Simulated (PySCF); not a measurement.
Work out the structure from these simulated measurements.

Elements present: C, H, N and O. Monoisotopic mass: 71.0371 u.

- 13C NMR: chemical shifts (computed TMS as zero) by class: 200.5 (1 C), 167.0 (1 C), 52.6 (1 C) ppm [GIAO PBE0/pcSseg-1]
- Couplings: largest of the computed one-bond spin–spin couplings (means over like bonds): 13C–1H +182.4, 13C–1H +163.0, 13C–1H +140.1 (×3), 13C–13C +67.0, 17O–13C +33.5, 15N–13C -9.0, 15N–13C +1.7 Hz [B3LYP/pcJ-1, spin–dipole term left out for some pairs]
- NMR, other nuclei: isotropic shieldings of nuclei other than C and H, by class: -183 (1 N), -395 (1 O) ppm [GIAO PBE0/pcSseg-1]
- Triplet: lowest triplet excitation (Tamm–Dancoff): 2.78 eV [TDA PBE0/def2-SVPD]
- Dipole: 3.22 D [PBE0/def2-SVPD]
- Rotational structure: rotational constants A, B, C: 37.310, 2.341, 2.233 GHz [GFN2-xTB]
- UV, first state: lowest singlet excitation: 3.39 eV (366 nm, f = 0.000) [TDDFT PBE0/def2-SVPD]

Gas-phase values; electronic properties from PySCF, density fitting. Levels stand in brackets. One conformer (not necessarily the lowest) at the GFN2-xTB geometry, without solvent, vibrations or thermal averaging. Each NMR value is the plain mean over a class of atoms that symmetry, rotation or inversion makes alike.

Q: Which formula fits the mass and the elements?

A: C3H5NO (calculated 71.0371). No other formula that holds each of these elements comes within 0.0003 u with a fitting electron parity and a possible valence count.

Q: What is the compound? Reason from the data.

A: Numbering: `[CH3:1]/[N:2]=[CH:3]/[CH:4]=[O:5]`. Its formula, C3H5NO, gives 2 degrees of unsaturation: 0 rings and 2 π bonds in the structure found. 3 carbons fall into 3 classes; from least to most shielded: aldehyde carbon [C4] (200.5 ppm), imine carbon [C3] (167.0 ppm), N-methyl carbon [C1] (52.6 ppm). The other shieldings belong to: -183 ppm, imine nitrogen [N2]; -395 ppm, aldehyde oxygen [O5]. The couplings run between: +182.4 Hz, aldehyde carbon [C4] and its hydrogen; +163.0 Hz, imine carbon [C3] and its hydrogen; +140.1 Hz, N-methyl carbon [C1] and its hydrogen (with 2 like pairs); +67.0 Hz, imine carbon [C3] and aldehyde carbon [C4]; +33.5 Hz, aldehyde oxygen [O5] and aldehyde carbon [C4]; -9.0 Hz, imine nitrogen [N2] and imine carbon [C3]; +1.7 Hz, imine nitrogen [N2] and N-methyl carbon [C1]. S1 is mainly HOMO→LUMO (weight 0.95); the largest Löwdin shares of the orbital it empties are 0.40 on the aldehyde oxygen, 0.20 on the imine nitrogen, 0.14 on the aldehyde carbon and 0.11 on the imine carbon, of the orbital it fills 0.27 on the imine nitrogen, 0.24 on the aldehyde oxygen, 0.22 on the aldehyde carbon and 0.17 on the imine carbon. The optimised geometry has point group Cs and is an asymmetric top. Structure: `C/N=C/C=O`. Computed isomers that give other values at the same levels: `C=NC(C)=O` (13C chemical shifts (computed TMS as zero) by class: 179.4 (1 C), 146.7 (1 C), 26.6 (1 C) ppm); `[H]/N=C(/C)C=O` (rotational constant A: 10.293 GHz; this holds for the one conformer computed); `C1=NCCO1` (13C chemical shifts (computed TMS as zero) by class: 160.8 (1 C), 67.5 (1 C), 58.0 (1 C) ppm). The assignments are read from this structure; whether some other isomer fits the data as well wasn't checked.

The values belong to the conformer `[CH3:1]/[N:2]=[CH:3]/[CH:4]=[O:5]`: N2–C3–C4–O5 180°.
